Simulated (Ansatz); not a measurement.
**NaB+ (quartet): the correlation ladder, def2-QZVPP**

One table from this session's results is given with a row withheld; the runs are named, their logs left out.

Computed with Ansatz 0.2.0, Gaussian basis. Level: def2-QZVPP, core rule «outside noble gas», up to 6 orbitals frozen.

The runs, in order: UHF; ROHF; CCSD(T) on UHF.

### The system

The geometry is a PBE0/def2-TZVP stationary point (not a proven minimum) of the parent state, kept for this charge and spin.

2 atoms, charge 1, spin multiplicity 4.

Atoms are counted from 1 here; the program's logs count them from 0.

Bond lengths: B1–Na2 2.860 Å.

The first run:

The input, in.yaml:

```yaml
crystal:
  periodic: [false, false, false]
  atoms:
    - {symbol: B, position_ang: [0.000000, 0.000000, 0.000000]}
    - {symbol: Na, position_ang: [0.000000, 0.000000, 2.860400]}
basis:
  gaussian: {orbitals: "def2-QZVPP.json"}
total_charge: 1
magnetization: {spin_polarized: true, initial_magnetization: 3}
hamiltonian: {xc: hf}
output: {orbitals: {seedname: orbitals}}
```

Started as:

```bash
> ansatz run in.yaml --threads 1 --pin off --events-out ev --progress --plain --max-ram 2393MiB
```

Among the steps run: UHF; ROHF; CCSD(T) on UHF.

One table of the session follows, with a row left open; its other results are not shown here.

| method | from UCCSD(T) (kJ/mol) |
| --- | --- |
| ROHF | +44.0 |
| UHF | ? |
| UMP2 | +12.8 |
| UCCSD | +0.3 |
| UCCSD(T) | 0 |

Q: Estimate the row for UHF from the others.

The run gave: from UCCSD(T) (kJ/mol): +43.8. In the column «from UCCSD(T) (kJ/mol)» it lies between UMP2 (+12.8) and ROHF (+44.0).
